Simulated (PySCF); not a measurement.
## Removing an electron from ZnS

ZnS (singlet state).
Structure used (PBE0-D3(BJ)/def2-TZVP), in Å, numbered top down from 1:
```xyz
2
ZnS angstrom
S     -0.9400   -0.3949    0.1023
Zn     0.9574    0.3662   -0.1144
```

Level: wB97X-D/aug-cc-pVTZ (PySCF). Frontier orbitals with their largest atomic shares (Löwdin; up to four atoms above 4 %):

```csv
orbital,ε (eV),main atoms
HOMO−3,-17.33,"Zn2 85 %, S1 15 %"
HOMO−2,-10.58,"S1 66 %, Zn2 34 %"
HOMO−1,-8.37,?
HOMO,-8.37,?
LUMO,-2.63,"Zn2 71 %, S1 29 %"
LUMO+1,0.53,"Zn2 90 %, S1 10 %"
LUMO+2,0.53,"Zn2 90 %, S1 10 %"
```

Question: What vertical ionisation energy does ΔSCF give, and how far is −ε(HOMO) from it?

Answer: ΔSCF: 8.57 eV (827 kJ/mol; threshold wavelength 145 nm); ⟨S²⟩ of the doublet left behind is 0.756, against 0.75 for a pure doublet. −ε(HOMO) is 8.37 eV, 0.20 eV below it. In exact Kohn–Sham theory the two would be equal; wB97X-D (range-separated hybrid) comes within 0.20 eV of that here.

Question: On which atoms does the HOMO lie?

Answer: HOMO: S1 83 %, Zn2 17 %; HOMO−1: S1 83 %, Zn2 17 %. These 2 orbitals lie within 0.02 eV of one another; within a degenerate set any mixture serves as well, and the shares of a single orbital can change with the mixture. The HOMO−2 lies 2.21 eV lower.

Question: And the vertical electron affinity, the fundamental gap, Mulliken's electronegativity and the hardness (with the factor ½)?

Answer: EA = 2.32 eV by ΔSCF (−ε(LUMO) = 2.63 eV). IE − EA = 6.25 eV against an orbital gap of 5.74 eV; (IE + EA)/2 = 5.45 eV; (IE − EA)/2 = 3.12 eV.

Question: What total energies stand behind the ΔSCF value?

Answer: E(N) = -2177.65675 Eh and E(N − 1) = -2177.34167 Eh at the same geometry, 0.31508 Eh apart. With one more electron, E(N + 1) = -2177.74209 Eh.

Question: With α = 60.8 au, estimate the like-pair dispersion coefficient by London's formula C6 = (3/4)α²I.

Answer: I = 0.3151 Eh, so C6 ≈ 874 au, a rough estimate.

Isolated species at its PBE0-D3(BJ)/def2-TZVP geometry, gas phase.

wB97X-D is run here without its empirical dispersion term; that term would change no orbital, density or response property at a fixed geometry.
